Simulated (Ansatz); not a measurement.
**CHAlN (doublet): from Hartree-Fock to the top rungs at a displaced geometry (v2), cc-pVDZ**

How much of the correlation energy of CHAlN (doublet) does each wave-function method recover here?

Method: cc-pVDZ, core rule «outside noble gas», up to 7 orbitals frozen; program: Ansatz 0.2.0, Gaussian basis.

Plan: UHF; CCSD(T) on ROHF; CCSD(T) on UHF; BCCD(T) on ROHF; CISD; CCSDT(Q) on ROHF; CCSDT(Q) on UHF; CASSCF and MRCISD+Q, 9 electrons in 9 orbitals; CASSCF and NEVPT2, 9 electrons in 9 orbitals.

19 further runs of the same task are left out: 9 that didn't finish, 10 set aside as unsound or not needed.

**1. What is computed**

The geometry is a PBE0/def2-TZVP stationary point (not a proven minimum) with its atoms shifted at random (size 0.100 Å).

4 atoms, charge 0, spin multiplicity 2.

Atoms are counted from 1 here; the program's logs count them from 0.

Bond lengths: Al1–N2 1.829 Å, N2–C3 1.222 Å, C3–H4 1.055 Å. Angles: Al1–N2–C3 168.2°, N2–C3–H4 130.4°.

**2. UHF**

in.yaml

```yaml
crystal:
  periodic: [false, false, false]
  atoms:
    - {symbol: Al, position_ang: [0.064562, -0.090209, 2.166370]}
    - {symbol: N, position_ang: [-0.100247, -0.090939, 0.344752]}
    - {symbol: C, position_ang: [-0.023708, -0.259591, -0.862953]}
    - {symbol: H, position_ang: [0.059393, 0.440739, -1.648169]}
basis:
  gaussian: {orbitals: cc-pVDZ}
magnetization: {spin_polarized: true, initial_magnetization: 1}
hamiltonian: {xc: hf}
output: {orbitals: {seedname: orbitals}}
```

Run with:

```sh
ansatz run in.yaml --threads 1 --pin off --events-out ev --progress --plain --max-ram 2393MiB
```

The runs that follow: CCSD(T) on ROHF; CCSD(T) on UHF; BCCD(T) on ROHF; CISD; CCSDT(Q) on ROHF; CCSDT(Q) on UHF; CASSCF and MRCISD+Q, 9 electrons in 9 orbitals; CASSCF and NEVPT2, 9 electrons in 9 orbitals.

**Question.** What will the summary of the whole plan be? Wanted: UCCSDT(Q) below the RHF energy; RMP2 from UCCSDT(Q); UMP2 from UCCSDT(Q); RCCSD from UCCSDT(Q); RCCSD(T) from UCCSDT(Q); UCCSD(T) from UCCSDT(Q); RCCSDT(Q) from UCCSDT(Q); MRCISD+Q frontier from UCCSDT(Q); T1 diagnostic.

**Answer**, as computed:

```
                         quantity                      value
   UCCSDT(Q) below the RHF energy                 -9.8590 eV
              RMP2 from UCCSDT(Q)                +1118.3 meV
              UMP2 from UCCSDT(Q)                +1187.8 meV
             RCCSD from UCCSDT(Q)                 +458.8 meV
          RCCSD(T) from UCCSDT(Q)                  +64.8 meV
          UCCSD(T) from UCCSDT(Q)                  +67.3 meV
         RCCSDT(Q) from UCCSDT(Q)                   +3.6 meV
 MRCISD+Q frontier from UCCSDT(Q)                 +109.2 meV
levels within 1 kcal/mol (43 meV)  RCCSDT, UCCSDT, RCCSDT(Q)
                    T1 diagnostic                      0.033
```

In words: RCCSD(T) misses by +64.8 meV, 0.7 % of the correlation energy. These misses are within one basis, not against nature; the frozen cores of restricted and unrestricted runs differ, which can shift their rows.
